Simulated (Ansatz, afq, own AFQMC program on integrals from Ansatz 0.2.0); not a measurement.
# AlH$_{4}$, doublet: a scan with AFQMC

```xyz
5

Al   -0.0599    0.0001   -0.1328
H     0.4487    0.0018    1.9858
H    -0.3171   -0.0089    1.9564
H     0.7333    1.3833   -0.1888
H     0.7376   -1.3801   -0.1993
```

The Al1–H5 distance is changed with both sides rigid. Energies in mEh count from this geometry (1.595 Å) at the same level; the start stands on UHF, each point on the determinant named.

Basis 6-31G. Noble-gas cores (and the filled d shells of Ga–Kr and In–Xe) are frozen. AFQMC by an in-house program on the Cholesky factors that Ansatz 0.2.0 writes for its CCSD(T) run. The CISD trial takes its coefficients from CCSD amplitudes. Released means that phaseless walkers are propagated on without the constraint, phases kept. Uncertainties: one standard error, sampling alone.

Cautions, each for one point or more: an unrestricted solution with more broken spin lies lower, while this determinant keeps restricted orbitals; strong correlation; the ph-AFQMC/CISD walk drifts between its halves; unrestricted determinant spin contaminated.

```tsv
r(Al1–H5) / Å	det.	T1	weight	⟨S²⟩	CCSD(T)	ph-AFQMC/CISD	released AFQMC	FCI	CCSDT(Q)	CCSD	B2PLYP
1.418	UHF	0.011	0.95	0.75	12.6	12.7 ± 0.03	12.7 ± 0.02	12.7	12.7	12.6	11.1
1.738	UHF	0.012	0.94	0.75	1.7	1.7 ± 0.03	1.6 ± 0.02	1.6	1.6	1.7	2.9
2.178	UHF	0.029	0.91	0.78	31.0	30.8 ± 0.04	30.7 ± 0.02	30.7	30.7	31.3	36.1
2.895	UHF	0.055	0.84	1.09	74.5	74.4 ± 0.06	–	73.8	73.9	74.8	81.5§
4.238	UHF	0.014	0.92	0.75	81.4	81.6 ± 0.04	81.5 ± 0.03	81.5	81.5	81.3	90.7
```

Weight is that of the determinant in the CISD state; at the start T1 is 0.011 and the weight 0.95, and ⟨S²⟩ is 0.75. Symmetry can't show for every point that it stays on the start's state. A dash marks a missing value, a released energy that hasn't settled or a functional that sits on another state. § marks a functional whose ⟨S²⟩ is too high by over 0.1. Largest departures from full CI: CCSD(T) 0.6 mEh at 2.895 (on UHF), ph-AFQMC/CISD 0.5 mEh at 2.895 (on UHF), released AFQMC 0.0 mEh at 4.238 (on UHF) (within the noise), CCSDT(Q) 0.0 mEh at 2.895 (on UHF), CCSD 1.0 mEh at 2.895 (on UHF). The functionals aren't scored here. In this small basis the wave-function levels are far from their limit, so their gap to the functionals isn't the functionals' error.

Some points may be missing: those where a free walk finds a much lower state, and past Zn most of those on another determinant than at the start.

CCSDT and higher add their correlation energy to the determinant of the CCSD(T) run, since their own runs factorise the integrals more tightly (a shift of under 2 meV). Released energies are given only where the last usable release times agree within the noise; a slower fall can still hide under it.
